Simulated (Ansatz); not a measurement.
Antiferromagnetic (type II) rock-salt NiO, treated with PBEsol (plane waves, PAW; Ansatz, a quantum-chemistry and plane-wave program).

Numerical settings: plane-wave cutoff 520 eV, 14×14×14 k mesh, Fermi–Dirac smearing 0.01 eV, spin-polarised with opposed moments, scalar-relativistic PAW data made under PBE.

Cell (relaxed at this level):

```
NiO
1.0
    4.10562     2.03871     2.03871
    2.03871     4.10562     2.03871
    2.03871     2.03871     4.10562
Ni O
2 2
Direct
  0.00000   0.00000   0.00000
  0.50000   0.50000   0.50000
  0.25000   0.25000   0.25000
  0.75000   0.75000   0.75000
```
Starting moments (μB, in the order of the record's atoms Ni Ni O O): 2.0 -2.0 0.0 0.0.

**Question.** Predict the pressure derivative B′ of the bulk modulus, bulk modulus, direct gap at Γ and band gap.

**Answer.** 
pressure derivative B′ of the bulk modulus: 4.5
bulk modulus: 223 GPa
direct gap at Γ: 2.31 eV
band gap: 0.73 eV (indirect)

Measured, for comparison: bulk modulus 192 ± 7 GPa (room temperature, no zero-point or thermal correction, equation of state from high-pressure X-ray diffraction, our sources range from 174 to 209; as tabulated in Gavriliuk et al., The first-order structural transition in NiO at high …). Computed (rounded) less measured: bulk modulus not scored (sources differ).

Note: without U or exact exchange, gaps and moments of open d shells tend to come out too small; the bulk modulus comes from volumes at which shape and atoms were relaxed.
